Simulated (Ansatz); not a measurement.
**Relaxing TiN**

Level of theory: DFT r2SCAN, scalar-relativistic, plane waves, PAW (Ansatz). Cutoff 500 eV, Γ-centred k mesh, Gaussian smearing, no spin polarisation in the final step.

A relaxed cell is given with its space group left out.

```
CELL_PARAMETERS angstrom
0.00000 2.11625 2.11625
2.11625 0.00000 2.11625
2.11625 2.11625 0.00000
ATOMIC_POSITIONS crystal
Ti 0.00000 0.00000 0.00000
N 0.50000 0.50000 0.50000
```

Formation energies are uncorrected and refer to the elements' standard structures at the same level (N₂ as a molecule).

Task: What space group does it have?

Result: Fm-3m (No. 225). Conventional cell: a = 4.232 Å. Around Ti lie 6 N at 2.12 Å; around N lie 6 Ti at 2.12 Å.

Task: How far does it lie from the elements in energy?

Result: -1.95 eV/atom.

Task: Is it a metal?

Result: Yes, bands cross the Fermi level on the 22×22×22 mesh.

The final run used a 22×22×22 mesh on its 2-atom cell and 0.10 eV smearing. The k mesh leaves about 4 meV/atom of noise in metals.

Cost: 2 runs of about 0.75 core-minutes in all, on Arm Neoverse V2 (shared hosts).